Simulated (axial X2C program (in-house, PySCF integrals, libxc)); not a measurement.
# Ionising CCl

Calculated with an in-house all-electron X2C program for linear molecules (integrals from PySCF), spin-free (one-electron X2C) or two-component (2c: spin–orbit coupling with atomic mean-field Coulomb and Gaunt terms, which also bring small scalar terms), in Dyall basis sets with cores contracted in-house; open shells are unrestricted.

Basis sets: C dyall-v3z, Cl dyall-av3z. Frozen shells (counts by l): CCl Cl 2s1p, C 1s, 11 electrons correlated; CCl⁺ Cl 2s1p, C 1s, 10 electrons correlated. Coupled cluster in natural virtuals with an MP2 remainder. Where the outer core of a metal is frozen, bonds come out longer and ionisation energies lower.

```json
{"Hamiltonian": "spin-free", "level": "HF", "CCl state": "M_S = 1/2, Λ = 1", "Re (Å)": "1.665", "ωe (cm⁻¹)": "869.1", "De (eV)": "2.15"}
{"Hamiltonian": "spin-free", "level": "PBE0", "CCl state": "M_S = 1/2, Λ = 1", "Re (Å)": "1.650", "ωe (cm⁻¹)": "889.0", "De (eV)": "4.26"}
{"Hamiltonian": "spin-free", "level": "MP2", "CCl state": "M_S = 1/2, Λ = 1", "Re (Å)": "1.645", "ωe (cm⁻¹)": "898.5", "De (eV)": "4.08"}
{"Hamiltonian": "2c", "level": "HF", "CCl state": "Ω = 1/2", "Re (Å)": "1.665", "ωe (cm⁻¹)": "869.6", "De (eV)": "2.09"}
{"Hamiltonian": "2c", "level": "PBE0", "CCl state": "Ω = 1/2", "Re (Å)": "1.650", "ωe (cm⁻¹)": "889.3", "De (eV)": "4.26"}
{"Hamiltonian": "2c", "level": "MP2", "CCl state": "Ω = 1/2", "Re (Å)": "1.645", "ωe (cm⁻¹)": "899.0", "De (eV)": "4.06"}
{"Hamiltonian": "2c", "level": "CCSD", "CCl state": "Ω = 1/2", "Re (Å)": "1.658", "ωe (cm⁻¹)": "877.4", "De (eV)": "3.75"}
{"Hamiltonian": "2c", "level": "CCSD(T)", "CCl state": "Ω = 1/2", "Re (Å)": "1.662", "ωe (cm⁻¹)": "867.9", "De (eV)": "3.95"}
```

Adiabatic ionisation energy (minimum to minimum, no zero-point term) and constants of CCl⁺:

```json
{"Hamiltonian": "spin-free", "level": "HF", "CCl⁺ state": "M_S = 0, Λ = 0", "IE (eV)": "8.70", "Re (Å)": "1.522", "ωe (cm⁻¹)": "1268.9", "De (eV)": "4.24", "fragments": "Cl + C+"}
{"Hamiltonian": "spin-free", "level": "PBE0", "CCl⁺ state": "M_S = 0, Λ = 0", "IE (eV)": "8.99", "Re (Å)": "1.539", "ωe (cm⁻¹)": "1198.7", "De (eV)": "6.78", "fragments": "Cl + C+"}
{"Hamiltonian": "spin-free", "level": "MP2", "CCl⁺ state": "M_S = 0, Λ = 0", "IE (eV)": "8.66", "Re (Å)": "1.534", "ωe (cm⁻¹)": "1234.5", "De (eV)": "6.66", "fragments": "Cl + C+"}
{"Hamiltonian": "2c", "level": "HF", "CCl⁺ state": "Ω = 0", "IE (eV)": "8.71", "Re (Å)": "1.522", "ωe (cm⁻¹)": "1268.6", "De (eV)": "4.18", "fragments": "Cl + C+"}
{"Hamiltonian": "2c", "level": "PBE0", "CCl⁺ state": "Ω = 0", "IE (eV)": "9.00", "Re (Å)": "1.539", "ωe (cm⁻¹)": "1198.4", "De (eV)": "6.78", "fragments": "Cl + C+"}
{"Hamiltonian": "2c", "level": "MP2", "CCl⁺ state": "Ω = 0", "IE (eV)": "8.67", "Re (Å)": "1.534", "ωe (cm⁻¹)": "1234.2", "De (eV)": "6.62", "fragments": "Cl + C+"}
{"Hamiltonian": "2c", "level": "CCSD", "CCl⁺ state": "Ω = 0", "IE (eV)": "8.80", "Re (Å)": "1.539", "ωe (cm⁻¹)": "1212.2", "De (eV)": "6.09", "fragments": "Cl + C+"}
{"Hamiltonian": "2c", "level": "CCSD(T)", "CCl⁺ state": "Ω = 0", "IE (eV)": "8.71", "Re (Å)": "1.549", "ωe (cm⁻¹)": "1173.0", "De (eV)": "6.41", "fragments": "Cl + C+"}
```

(1) Add the zero-point terms to the ionisation energy at CCSD(T), 2c, and say whether the electron removed was bonding.

(2) Close the cycle De(CCl⁺) + IE(CCl) = De(CCl) + IE(C) to find the atomic ionisation energy at CCSD(T), 2c.

Each entry is the lowest single determinant of a limited PBE0 search at one distance. De goes to single-determinant-based atoms at the same level (for ions the charge split of lowest energy) and is withheld (n/a) where an atom does not fit its ground term or J level. Main or longest-lived isotopes. One determinant is a doubtful description, or other states lie close, for CCl⁺; these need not be ground states, and all values refer to the states named. Some light 2c atoms are not at their ground J level, so De misses part of their lowering (0.04 eV or less). The functionals have no current term, which raises determinants with orbital currents.

Results:

(1) IE0 = IE + (ωe⁺ − ωe)/2 = 8.71 + (0.019) = 8.73 eV. Re changes by -0.113 Å, so the bond shortens, as on loss of an antibonding or a polarising non-bonding electron.

(2) IE(C) = 6.41 + 8.71 − 3.95 = 11.17 eV, for the determinants used.
